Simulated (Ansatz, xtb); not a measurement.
Relative energy of two isomers of C2H2Si

Structure a is `C=C=[Si]`, a singlet and structure b is `C#C[SiH]`, a singlet. Both are isolated molecules in the gas phase, relaxed with B3LYP/6-31G*.

Energies in hartree; the thermal terms are from B3LYP/6-31G* harmonic frequencies (ideal gas, rigid rotor, one conformer each, 298.15 K, 1 atm) and include the zero-point energy:

|  | a | b |
| --- | --- | --- |
| E, CCSD(T)/def2-TZVPP | −366.203050 | −366.196835 |
| zero-point energy | 0.028995 | 0.024672 |
| H(298 K) − E | 0.033908 | 0.029976 |
| G(298 K) − E | 0.004637 | −0.000713 |

Work out ΔE, ΔE₀, ΔH and ΔG for a → b in kcal/mol (1 Eh = 627.51 kcal/mol) and the equilibrium ratio [b]/[a].

1. ΔE = −366.196835 − (−366.203050) = +0.006215 Eh = +3.90 kcal/mol.
2. ΔE₀ = ΔE + ΔZPE = +0.006215 + (−0.004323) Eh = +1.19 kcal/mol.
3. ΔH = ΔE + (−0.003932) Eh = +1.43 kcal/mol.
4. ΔG = ΔE + (−0.005350) Eh = +0.54 kcal/mol, so ΔS = (ΔH − ΔG)/T = +12.5 J/(mol K).
5. kT = 0.9442 mEh, so K = [b]/[a] = exp(−ΔG/kT) = exp(−0.92) ≈ 0.4.

The two are too close for this level to say which is favoured. An error of 1 kcal/mol in ΔG would change K by a factor of 5.4. GFN2-xTB, HF/STO-3G, HF/def2-TZVPP gave ΔE the other sign. Mirror images and further conformers aren't counted.

As drawn, b has 1 C≡C, 1 C–Si, 1 Si–H in place of 1 C=C, 1 C=Si, 1 C–H.

Other levels gave ΔE = −7.1 (GFN2-xTB); −24.2 (HF/STO-3G, GFN2-xTB geometries); +8.5 (r2SCAN-D4/def2-SVP, GFN2-xTB geometries); +8.2 (B3LYP/6-31G*); −1.5 (HF/def2-TZVPP); +2.0 (MP2/def2-TZVPP) kcal/mol. The correlated steps freeze 7 core orbitals. Programs: Ansatz 0.2.0, xtb 6.7.1.
